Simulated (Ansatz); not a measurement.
Task: a polarisability from point charges of C₂H₅FS, SMILES CSCF, with the Python package of Ansatz (0.2.0). Give the script and its output. Level of theory (for the species named): Hartree-Fock, def2-SVPD basis, multiplicity 1.

```tsv
atom	x (Å)	y (Å)	z (Å)
C	-0.5438	1.0043	0.6378
S	-0.0593	0.6381	-1.0515
C	0.5052	-1.0316	-0.7466
F	1.4493	-1.0234	0.3327
H	-1.3389	0.3251	0.9553
H	0.2591	1.0705	1.3100
H	-1.0144	2.0483	0.6304
H	1.1256	-1.3904	-1.6069
H	-0.2944	-1.6873	-0.4784
```

Script `c2h5fs.py`:
```python
# -*- coding: utf-8 -*-
import ansatz as az
import numpy as np

mol = (
    az.Crystal.molecule()
    .atom("C", (-0.5438, 1.0043, 0.6378))
    .atom("S", (-0.0593, 0.6381, -1.0515))
    .atom("C", (0.5052, -1.0316, -0.7466))
    .atom("F", (1.4493, -1.0234, 0.3327))
    .atom("H", (-1.3389, 0.3251, 0.9553))
    .atom("H", (0.2591, 1.0705, 1.31))
    .atom("H", (-1.0144, 2.0483, 0.6304))
    .atom("H", (1.1256, -1.3904, -1.6069))
    .atom("H", (-0.2944, -1.6873, -0.4784))
)

calc = (
    mol.calculation()
    .basis(gaussian="def2-SVPD")
    .functional("hf")
    .forces()
)
centre = np.mean([site.position_ang for site in mol.cartesian_sites], axis=0)
field = 2 * 14.399645 * 2.0 / 25.0 ** 2


def dipole(axis, sign):
    arm = 25.0 * np.eye(3)[axis]
    pair = [{"charge": sign * 2.0, "position_ang": (centre - arm).tolist()}, {"charge": -sign * 2.0, "position_ang": (centre + arm).tolist()}]
    deck = calc.input().set(az.key.basis.gaussian.point_charges, pair)
    return np.array(az.Session.from_dict(deck).plan().execute().report["charge_distribution"]["dipole_moment_e_ang"])


print(f"field {field:.4f} V/A")
alpha = np.array([(dipole(axis, 1) - dipole(axis, -1)) / (2 * field) * 14.399645 for axis in range(3)])
print("polarisability tensor (A^3)")
print(np.array2string(alpha, precision=3, suppress_small=True))
print(f"mean {np.trace(alpha) / 3:.3f} A^3 = {np.trace(alpha) / 3 / 0.14818471:.2f} bohr^3")
```

`python c2h5fs.py` gives:
```text
field 0.0922 V/A
polarisability tensor (A^3)
[[ 6.251 -0.707 -0.302]
 [-0.712  7.183  0.412]
 [-0.305  0.409  6.931]]
mean 6.788 A^3 = 45.81 bohr^3
```

Reading the output:
- The settings weren't tested for convergence.
- The geometry is a force-field or estimated start, not a minimum of this method, and the basis set is short of its limit. The field of two point charges is only nearly even.
- The whole script took 15 s on 1 thread of Arm Neoverse V2, on a shared host, peak memory 0.33 GiB.
